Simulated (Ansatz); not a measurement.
`CBO` + H₂S → `CBS` + H₂O at 600 K and 1 bar (ligand exchange at a B–O bond).

Gas-phase electronic energies from Ansatz, PBE0-D4/def2-TZVP geometries. CBS: MP2 limit from def2 TZ/QZ plus the TZ coupled-cluster correction, frozen cores. This one scheme is used for every species. Each species was taken in one conformer, which may not be the lowest.

```json
{"species": "`CBO`", "CCSD(T)/CBS energy (Eh)": "-141.08489", "H − E (kJ/mol)": "208.4", "S (J/(mol·K))": "331.4"}
{"species": "H₂S", "CCSD(T)/CBS energy (Eh)": "-398.97279", "H − E (kJ/mol)": "60.8", "S (J/(mol·K))": "230.9"}
{"species": "`CBS`", "CCSD(T)/CBS energy (Eh)": "-463.66090", "H − E (kJ/mol)": "197.7", "S (J/(mol·K))": "348.9"}
{"species": "H₂O", "CCSD(T)/CBS energy (Eh)": "-76.37941", "H − E (kJ/mol)": "76.8", "S (J/(mol·K))": "212.8"}
```

H − E and S are ideal-gas, rigid-rotor, harmonic terms from PBE0-D4/def2-TZVP, for one conformer and one mirror image of each species. 1 Eh = 2625.50 kJ/mol, R = 8.31446 J/(mol·K).

Problem. By hand: ΔE, ΔH, ΔS and ΔG.

Solution. ΔE = (-463.66090) + (-76.37941) − (-141.08489) − (-398.97279) = 0.01737 Eh = 45.6 kJ/mol. Δ(H − E) = 197.7 + 76.8 − 208.4 − 60.8 = 5.3, so ΔH = 50.9 kJ/mol. ΔS = 348.9 + 212.8 − 331.4 − 230.9 = -0.6 J/(mol·K). ΔG = 50.9 − 600 × (-0.6)/1000 = 51.3 kJ/mol.

Problem. By hand: the equilibrium constant, and the temperature at which ΔG would vanish if ΔH and ΔS stayed fixed.

Solution. log₁₀ K = −ΔG/(RT ln 10) = -4.5. ΔH and −TΔS have one sign here, so there is no such temperature.

The number of gas molecules stays the same, so ΔS is small and ΔH decides. A doubt of 5 kJ/mol in ΔE shifts log₁₀ K by 0.4 here. Other conformers and mirror images would add mixing entropy, several J/(mol·K) or more a flexible species. These are equilibria of isolated gas molecules and say nothing of rates. Largest T1 diagnostic: 0.013 (customary marks: 0.02 for closed shells, 0.045 for open ones).

ΔS is within the doubt of such terms, so its sign, and with it that verdict, could turn.
